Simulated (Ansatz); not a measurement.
# AlSiH2+ (quintet): from Hartree-Fock to the top rungs, def2-QZVPP

The task here is to estimate one member of a computed series from the others.

Computed with Ansatz 0.2.0, Gaussian basis. Level: def2-QZVPP, core rule «outside noble gas», up to 10 orbitals frozen.

To be run: UHF; ROHF; CCSD(T) on UHF.

## The geometry

The geometry is a PBE0/def2-TZVP stationary point (not a proven minimum) of the parent state, kept for this charge and spin.

4 atoms, charge 1, spin multiplicity 5.

Atoms are counted from 1 here; the program's logs count them from 0.

Bond lengths: Si1–Al2 2.409 Å, Al2–H3 1.583 Å, Al2–H4 1.583 Å. Angles: Si1–Al2–H3 117.4°, Si1–Al2–H4 117.4°, H3–Al2–H4 125.2°.

The first run:

The input, in.yaml:

```yaml
crystal:
  periodic: [false, false, false]
  atoms:
    - {symbol: Si, position_ang: [0.000000, 0.000000, 1.249328]}
    - {symbol: Al, position_ang: [0.000000, 0.000000, -1.159384]}
    - {symbol: H, position_ang: [0.000000, 1.405470, -1.888034]}
    - {symbol: H, position_ang: [0.000000, -1.405470, -1.888034]}
basis:
  gaussian: {orbitals: "def2-QZVPP.json"}
total_charge: 1
magnetization: {spin_polarized: true, initial_magnetization: 4}
hamiltonian: {xc: hf}
output: {orbitals: {seedname: orbitals}}
```

The run is started by

```console
$ ansatz run in.yaml --threads 1 --pin off --events-out ev --progress --plain --max-ram 2393MiB
```

Among the steps run: UHF; ROHF; CCSD(T) on UHF.

One table of the session follows, with a row left open; its other results are not shown here.

| method | from UCCSD(T) (meV) |
| --- | --- |
| ROHF | +4725.9 |
| UHF | +4484.3 |
| UMP2 | +1071.2 |
| UCCSD | ? |
| UCCSD(T) | 0 |

**Question.** Estimate the row for UCCSD.

**Answer.** from UCCSD(T) (meV): +227.1. In the column «from UCCSD(T) (meV)» it lies between UCCSD(T) (0) and UMP2 (+1071.2).
